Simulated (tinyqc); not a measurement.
Inside a calculation. Method: harmonic frequencies on the unrestricted LDA (VWN5)/sto-3g surface (energies and gradients from PySCF), for CH2, spin multiplicity 3. Computed by tinyqc, a small Python program that keeps every step (integrals from PySCF). Settings: charge = 0, multiplicity = 3, basis = sto-3g, functional = lda,vwn, delta = 0.01. Command: `OMP_NUM_THREADS=1 python tinyqc.py 28703 28704 out.jsonl` (the two numbers bound the seeds that draw the settings). One thread of a shared host (Intel(R) Xeon(R) Processor @ 2.60GHz), about 8 s of CPU time with the checks.

## One row of the Hessian: 1Cy

optimised positions (bohr):
```
            x          y          z
1C  -0.011104  -0.025100  -0.051336
2H  -0.077770   1.841222   0.866638
3H   0.000059  -1.889823   0.872221
```

gradient at +delta (hartree/bohr):
```
              x            y            z
1C  -0.00014301   0.00678522   0.00004352
2H   0.00012303  -0.00343176  -0.00169609
3H   0.00001998  -0.00335343   0.00165301
```

gradient at -delta (hartree/bohr):
```
              x            y            z
1C   0.00014011  -0.00678495   0.00006009
2H  -0.00011958   0.00335849   0.00164482
3H  -0.00002064   0.00342659  -0.00170448
```

Displace 1Cy by +/-0.01 bohr; H(k, :) = (g(+) - g(-)) / (2 delta).

row of the Hessian (hartree/bohr^2): 1Cx -0.01415637, 1Cy 0.67850880, 1Cz -0.00082848, 2Hx 0.01213092, 2Hy -0.33951270, 2Hz -0.16704551, 3Hx 0.00203094, 3Hy -0.33900131, 3Hz 0.16787418

## Hessian by finite differences

All rows are made in the same way, and the matrix is symmetrised.

Hessian (symmetrised) (hartree/bohr^2), lower triangle:
```
             1Cx          1Cy          1Cz          2Hx          2Hy          2Hz          3Hx          3Hy
1Cx   0.00050715
1Cy  -0.01415535   0.67850880
1Cz  -0.00645288  -0.00082909   0.21480712
2Hx  -0.00043779   0.01212777   0.00586821   0.00042694
2Hy   0.01090880  -0.33950458  -0.12660656  -0.01155053   0.34098721
2Hz   0.00671205  -0.16702184  -0.10696588  -0.00591666   0.14679970   0.09457871
3Hx  -0.00006901   0.00203035   0.00058507   0.00001101   0.00063948  -0.00079584   0.00005750
3Hy   0.00324722  -0.33899408   0.12743507  -0.00057777  -0.00148727   0.02021891  -0.00266997   0.34047583
3Hz  -0.00025949   0.16785104  -0.10784750   0.00004883  -0.02019294   0.01239024   0.00021071  -0.14765429

            3Hz
3Hz  0.09546044
```

## Normal modes

masses (u): 1C 12.000000, 2H 1.007825, 3H 1.007825

Diagonalise H_ij / sqrt(m_i m_j); the 6 smallest eigenvalues belong to translations and rotations; wavenumber = sqrt(eigenvalue / 1822.888) x 219474.63; each mode has its largest component positive (the first on a tie); zero-point energy = sum of wavenumbers / 2, with 349.755 1/cm per kcal/mol.

eigenvalues of the mass-weighted Hessian (hartree/(bohr^2 u)): -0.000006  0.000000  0.000000  0.000000  0.000007  0.000010  0.058520  0.405779  0.475392

harmonic wavenumbers of the vibrations (1/cm): 1243.5  3274.5  3544.3

mass-weighted modes:
```
        mode 1     mode 2     mode 3
1Cx   0.010282   0.004983   0.007192
1Cy  -0.000296  -0.000142  -0.344875
1Cz  -0.341079  -0.165338   0.000516
2Hx  -0.011294  -0.021868  -0.021263
2Hy  -0.307850   0.636402   0.595265
2Hz   0.588961   0.284309   0.292770
3Hx  -0.024180   0.004672  -0.003560
3Hy   0.308875  -0.635909   0.594752
3Hz   0.588045   0.286215  -0.294550
```

zero-point energy = 11.525719 kcal/mol
